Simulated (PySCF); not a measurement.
**Oxygen: a sound run and one with changed settings**

Sound run: O [He] 2s2 2p4, O⁺ [He] 2s2 2p3. Computed with PySCF 2.14 in x2c-TZVPall (5s3p2d1f, 31 functions), with scalar relativity by spin-free X2C-1e. In the sound run the correlated levels freeze 1s2. The sound run starts from symmetry-adapted Hartree-Fock orbitals and uses a fine grid where one is needed.

Changed run: basis STO-3G, all-electron and non-relativistic. This setting is unsound on purpose.

```json
{"species": "O", "method": "UHF", "sound run (hartree)": "-74.86787", "changed run (hartree)": "-73.80415", "converged": "yes"}
{"species": "O", "method": "MN15", "sound run (hartree)": "-75.08923", "changed run (hartree)": "-73.67462", "converged": "yes"}
{"species": "O", "method": "PBE0", "sound run (hartree)": "-75.07176", "changed run (hartree)": "-73.97642", "converged": "yes"}
{"species": "O", "method": "MP2", "sound run (hartree)": "-75.00964", "changed run (hartree)": "-73.80415", "converged": "yes"}
{"species": "O⁺", "method": "UHF", "sound run (hartree)": "-74.42662", "changed run (hartree)": "-73.44358", "converged": "yes"}
{"species": "O⁺", "method": "MN15", "sound run (hartree)": "-74.57964", "changed run (hartree)": "-73.25951", "converged": "yes"}
{"species": "O⁺", "method": "PBE0", "sound run (hartree)": "-74.56413", "changed run (hartree)": "-73.55716", "converged": "yes"}
{"species": "O⁺", "method": "MP2", "sound run (hartree)": "-74.52274", "changed run (hartree)": "-73.44358", "converged": "yes"}
```

Ionisation energy of O:

```tsv
method	sound run (eV)	changed run (eV)
UHF	12.007	9.812
MN15	13.867	11.296
PBE0	13.814	11.409
MP2	13.249	9.812
SCS-MP2	13.344	9.812
```

A minimal basis cannot let orbitals breathe on ionisation and holds almost no correlation. The Hamiltonian changed with the basis, so the totals do not compare.

For comparison, NIST gives 13.618 eV between the lowest levels.
